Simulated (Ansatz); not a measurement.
in.yaml

```yaml
crystal:
  periodic: [false, false, false]
  atoms:
    - {symbol: Br, position_ang: [-2.082609, 0.369878, 0.000000]}
    - {symbol: H, position_ang: [-0.562609, 0.369878, 0.000000]}
    - {symbol: Si, position_ang: [1.124391, 0.369878, 0.000000]}
    - {symbol: H, position_ang: [1.520826, -1.109635, 0.000000]}
basis:
  gaussian: {orbitals: cc-pVDZ}
magnetization: {spin_polarized: false, initial_magnetization: 1}
correlation: {method: bccd, electrons: outside_noble_gas}
scf: {lower_state_search: light}
output: {forces: true}
```

```sh
$ ansatz run in.yaml --threads 1 --pin off --events-out ev --progress --plain --max-ram 2393MiB
```

The program prints:

```
589 factors; integrals over basis functions are off by at most 1.4e-3 eV
mean field evaluation 1: about -77888.0087 eV, gradient 1.2e1 eV
mean field evaluation 2: about -77888.0099 eV, gradient 1.2e1 eV
mean field evaluation 4: about -77888.8773 eV, gradient 1.2e0 eV
mean field evaluation 8: about -77888.8927 eV, gradient 1.6e-3 eV
mean field evaluation 16: about -77888.8911 eV, gradient 1.1e-1 eV
mean field evaluation 32: about -77885.0477 eV, gradient 1.5e0 eV
mean field evaluation 64: about -77885.4433 eV, gradient 2.3e0 eV
mean field evaluation 96: about -77888.1846 eV, gradient 5.0e0 eV
mean field evaluation 128: about -77880.6187 eV, gradient 8.8e0 eV
mean field evaluation 160: about -77888.7053 eV, gradient 1.9e-3 eV
...
cycle   6  -6.70396261 eV  change   -4.0e-5 eV  update   1.0e-4
cycle   7  -6.70396670 eV  change   -4.1e-6 eV  update   5.8e-5
cycle   8  -6.70397823 eV  change   -1.2e-5 eV  update   2.6e-5
cycle   9  -6.70398495 eV  change   -6.7e-6 eV  update   1.0e-5
cycle  10  -6.70398551 eV  change   -5.6e-7 eV  update   4.5e-6
cycle  11  -6.70398532 eV  change    1.9e-7 eV  update   2.2e-6
cycle  12  -6.70398479 eV  change    5.3e-7 eV  update   8.7e-7
cycle  13  -6.70398455 eV  change    2.4e-7 eV  update   4.0e-7
cycle  14  -6.70398458 eV  change   -3.1e-8 eV  update   1.8e-7
cycle  15  -6.70398460 eV  change   -1.5e-8 eV  update   1.0e-7
the calculation of the forces begins
Total energy: -77895.59670966 eV, -2862.6103795481 hartree
Atom 0 at    -2.082609     0.369878     0.000000 Å, force    -1.580963    -0.059524    -0.000000 eV/Å
Atom 1 at    -0.562609     0.369878     0.000000 Å, force    -0.140468    -0.074374     0.000000 eV/Å
Atom 2 at     1.124391     0.369878     0.000000 Å, force     1.924847     0.172761    -0.000000 eV/Å
Atom 3 at     1.520826    -1.109635     0.000000 Å, force    -0.203416    -0.038863    -0.000000 eV/Å
Dipole moment:     0.554205    -0.047227    -0.000000 e Å
```

Forces (eV/Å):
```
Br  -1.581 -0.060  0.000
H   -0.140 -0.074  0.000
Si   1.925  0.173  0.000
H   -0.203 -0.039  0.000
```

Ran on 1 thread of Arm Neoverse V2, shared host: 14 s wall, 0.19 GiB peak host memory.
